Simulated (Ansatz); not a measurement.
# C₂H₄N₂O₂: basis-set convergence

How large a basis does C₂H₄N₂O₂ need? Two functionals are run in growing sets.

Method: one geometry, several basis sets; program: Ansatz 0.2.0, Gaussian basis.

Levels to be run: PBE0-D4/def2-SVP; ωB97M-V/def2-SVP; PBE0-D4/def2-QZVPP; ωB97M-V/def2-QZVPP; the functionals' def2-TZVPP values are taken from earlier runs.

## 1. Structure used throughout

The geometry comes from an earlier relaxation with PBE0-D4 in a triple-zeta def2 set; it is a stationary point, not always the lowest conformer.

SMILES `N/C(O)=N\C=O`, 10 atoms, charge 0, spin multiplicity 1.

Atoms are counted from 1 here; the program's logs count them from 0.

Bond lengths: N1–C2 1.323 Å, N1–H7 1.004 Å, N1–H8 1.017 Å, C2–O3 1.330 Å, C2–N4 1.308 Å, O3–H9 0.967 Å, N4–C5 1.362 Å, C5–O6 1.224 Å, C5–H10 1.101 Å. Angles: C2–N1–H7 120.5°, C2–N1–H8 115.1°, H7–N1–H8 124.4°, N1–C2–O3 114.5°, N1–C2–N4 127.6°, O3–C2–N4 117.9°, C2–O3–H9 105.5°, C2–N4–C5 118.6°, N4–C5–O6 128.0°, N4–C5–H10 112.2°, O6–C5–H10 119.8°.

## 2. PBE0-D4 in def2-SVP

in.yaml reads:

```yaml
crystal:
  periodic: [false, false, false]
  atoms:
    - {symbol: N, position_ang: [-0.726700, -1.115892, -0.062009]}
    - {symbol: C, position_ang: [0.167697, -0.374030, 0.571073]}
    - {symbol: O, position_ang: [0.614673, -0.899842, 1.707568]}
    - {symbol: N, position_ang: [0.642784, 0.788046, 0.204805]}
    - {symbol: C, position_ang: [0.193267, 1.338387, -0.956871]}
    - {symbol: O, position_ang: [-0.627146, 0.879803, -1.740363]}
    - {symbol: H, position_ang: [-1.017742, -1.998150, 0.318699]}
    - {symbol: H, position_ang: [-1.075463, -0.722714, -0.932753]}
    - {symbol: H, position_ang: [1.251034, -0.260515, 2.056219]}
    - {symbol: H, position_ang: [0.660494, 2.313807, -1.163369]}
basis:
  gaussian: {orbitals: def2-SVP}
hamiltonian: {xc: pbe0, dispersion: d4}
output: {orbitals: {seedname: orbitals}}
```

After this run come: ωB97M-V in def2-SVP; PBE0-D4 in def2-QZVPP; ωB97M-V in def2-QZVPP.

Q: Predict the results of all the runs planned. Wanted: PBE0-D4: double and triple zeta above quadruple; ωB97M-V: double and triple zeta above quadruple.

As calculated:

| quantity | value |
| --- | --- |
| PBE0-D4: double and triple zeta above quadruple | 11.11, 0.49 eV |
| ωB97M-V: double and triple zeta above quadruple | 11.40, 0.47 eV |

What this shows: PBE0-D4 gains 10.62 eV from double to triple zeta, then 0.49 eV more. Total energies overstate the basis error of differences, where much of it tends to cancel.
